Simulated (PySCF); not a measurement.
# C4H6 (1-Butyne): the cost of one run

The runs use PySCF 2.14.0, with density-fitted response routines of our own; the level of theory stands in each step. All values are computed, except where a source is named. Atoms are numbered from 0 throughout.

**1. Starting geometry**

10 atoms, charge 0, multiplicity 1; geometry from: MMFF94s. The atoms were then displaced at random by about 0.03 Å, so the start is not that level's minimum.

Bonds of the start (Å): C0–C1 1.26, C1–C2 1.51, C2–C3 1.44, C0–H4 1.02, C2–H5 1.10, C2–H6 1.07, C3–H7 1.14, C3–H8 1.02, C3–H9 1.10.

**2. Geometry optimisation at PBE0-D3(BJ)/def2-SVP**

What the job is given:

```
{"job": {"xc": "PBE0", "basis": "def2-SVP", "d3": "d3bj", "grid": 1, "shake": 0.03, "kind": "geom"}, "charge": 0, "multiplicity": 1}
C      2.346570    -0.004730     0.182770
C      1.110320    -0.259600     0.166990
C     -0.348870    -0.646130     0.152870
C     -1.081680     0.515100    -0.271980
H      3.304510     0.334250     0.135650
H     -0.591220    -0.947070     1.177510
H     -0.409250    -1.499900    -0.489380
H     -2.184810     0.214940    -0.266800
H     -0.938110     0.852650    -1.218530
H     -1.082810     1.363750     0.435330
```

Started as:

```sh
$ OMP_NUM_THREADS=1 python probes_run.py task.json out
```

One launch serves the whole session: the jobs run in the order shown.

**Question.** How long does this first job take on 1 thread of AMD EPYC 9B45, shared host, and how much memory does it need?

About 7.7 s, with a peak of 0.35 GiB.
